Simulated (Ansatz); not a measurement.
A run of Ansatz (development build ahead of 0.2.0) on doublet CH3O at this shape:

```yaml
atoms:
  - { symbol: C, position_ang: [0.0811, -0.0141, -0.6705] }
  - { symbol: O, position_ang: [0.0237, -0.0937, 0.6556] }
  - { symbol: H, position_ang: [-0.0319, 0.8123, 1.0183] }
  - { symbol: H, position_ang: [0.0846, -1.0133, -1.1106] }
  - { symbol: H, position_ang: [-0.4309, 0.8418, -1.2370] }
```

Its results:

```yaml
Converged: yes
Reference_energy: -114.45744 hartree
Correlation_energy: -0.39375 hartree
Total_energy: -114.85119 hartree
Spin_squared_of_the_determinant: 0.761
```

Problem. Which input gives this output? Name the method, the orbitals and the basis set, and write the input.

Solution. UHF-MP2 in cc-pVTZ.

```yaml
crystal:
  periodic: [false, false, false]
  atoms:
    - { symbol: C, position_ang: [0.08112, -0.0141, -0.67051] }
    - { symbol: O, position_ang: [0.0237, -0.09366, 0.6556] }
    - { symbol: H, position_ang: [-0.03192, 0.81226, 1.01832] }
    - { symbol: H, position_ang: [0.08455, -1.0133, -1.11064] }
    - { symbol: H, position_ang: [-0.43086, 0.84182, -1.237] }
basis:
  gaussian: { orbitals: cc-pVTZ }
magnetization:
  spin_polarized: true
  initial_magnetization: 1
hamiltonian:
  xc: hf
correlation:
  method: mp2
  frozen_orbitals: { C: 1, H: 0, O: 1 }
```
